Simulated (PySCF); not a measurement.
## Ionising P₂

RHF-MP2; PySCF, no relativity, basis sets P def2-TZVPPD. Neutral (RHF): singlet (closed shell), Re = 1.918 Å, ωe = 736 cm⁻¹, De = 4.75 eV.

P₂⁺ (UHF): doublet (π ↑), Re = 1.991 Å, ωe = 661 cm⁻¹, De = 4.62 eV to P⁺ + P. The energies at the minima are -681.76166 hartree for P2 and -681.37182 for P₂⁺.

Problem. Work out the adiabatic ionisation energy, without and with harmonic zero-point energies (1 hartree = 27.2114 eV, 1 eV = 8065.5 cm⁻¹), and the change of the bond length.

Solution. At MP2: 0.38984 hartree = 10.608 eV between the minima; the zero-point term (661.0 − 736.0)/2 cm⁻¹ = -0.005 eV makes it 10.603 eV. Re changes by +7.3 pm against the neutral. The electron leaves a π orbital, and the longer bond of the ion fits a bonding orbital, or a change in how ionic the bond is.

Correlated steps freeze 10 core orbitals. Where the molecule has an RHF reference, its open-shell atoms are computed with UHF. States were picked by a PBE0 search and need not be the measured ground states.

Neutral and ion stand on different kinds of reference determinant, which adds to the error of the difference.
